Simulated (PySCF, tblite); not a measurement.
Isomers of C3H7OP, one GFN2-xTB conformer each. Single-point energies are computed at PBE0/pcSseg-1 (PySCF, gas phase, no added dispersion term), electronic only.

```csv
SMILES,GFN2-xTB relative energy (kJ/mol)
C=PCOC,143.9
CP1(=O)CC1,0.0
C=CPCO,140.5
CPC(C)=O,49.1
```

Conformers: `[CH2:1]=[P:2][CH2:3][O:4][CH3:5]` with C1–P2–C3–O4 34°, P2–C3–O4–C5 74°; `[CH2:1]=[CH:2][PH:3][CH2:4][OH:5]` with C1–C2–P3–C4 -127°, C2–P3–C4–O5 -74°, P3–C4–O5–H -63°; `[CH3:1][PH:2][C:3]([CH3:4])=[O:5]` with C1–P2–C3–C4 57°.

Q: What does PBE0/pcSseg-1 give for the same structures?

A: 
| SMILES | PBE0/pcSseg-1 E (Eh) | PBE0/pcSseg-1 (kJ/mol) | GFN2-xTB (kJ/mol) | point group |
| --- | --- | --- | --- | --- |
| CPC(C)=O | -534.70514 | 0.0 | 49.1 | C1 |
| CP1(=O)CC1 | -534.69924 | 15.5 | 0.0 | Cs |
| C=CPCO | -534.66554 | 104.0 | 140.5 | C1 |
| C=PCOC | -534.65388 | 134.6 | 143.9 | C1 |

GFN2-xTB puts CP1(=O)CC1 lowest instead; measured from each level's own lowest isomer, the values differ by up to 49.1 kJ/mol (CPC(C)=O: 49.1 against 0.0). As drawn, the lowest has a C=O bond, which the highest lacks.

Q: Which frontier levels, dipoles and rotational constants go with these structures?

A: 
```json
{"SMILES": "CPC(C)=O", "HOMO (eV, PBE0/pcSseg-1)": "-6.71", "LUMO (eV)": "-0.81", "dipole (D)": "3.03", "A, B, C (MHz)": "5999, 2945, 2311"}
{"SMILES": "CP1(=O)CC1", "HOMO (eV, PBE0/pcSseg-1)": "-7.04", "LUMO (eV)": "0.93", "dipole (D)": "4.06", "A, B, C (MHz)": "5562, 4133, 3009"}
{"SMILES": "C=CPCO", "HOMO (eV, PBE0/pcSseg-1)": "-6.76", "LUMO (eV)": "-0.19", "dipole (D)": "1.00", "A, B, C (MHz)": "7773, 2295, 1977"}
{"SMILES": "C=PCOC", "HOMO (eV, PBE0/pcSseg-1)": "-6.96", "LUMO (eV)": "-1.61", "dipole (D)": "0.97", "A, B, C (MHz)": "7224, 2674, 2372"}
```

Q: What happens when harmonic zero-point energies from GFN2-xTB frequencies are added?

A: 
```csv
SMILES,ZPE (kJ/mol),electronic (kJ/mol),with ZPE (kJ/mol)
CPC(C)=O,240.3,0.0,0.0
CP1(=O)CC1,246.1,15.5,21.3
C=CPCO,239.1,104.0,102.8
C=PCOC,245.6,134.6,139.8
```

The zero-point energies span 7.0 kJ/mol. The order is unchanged.
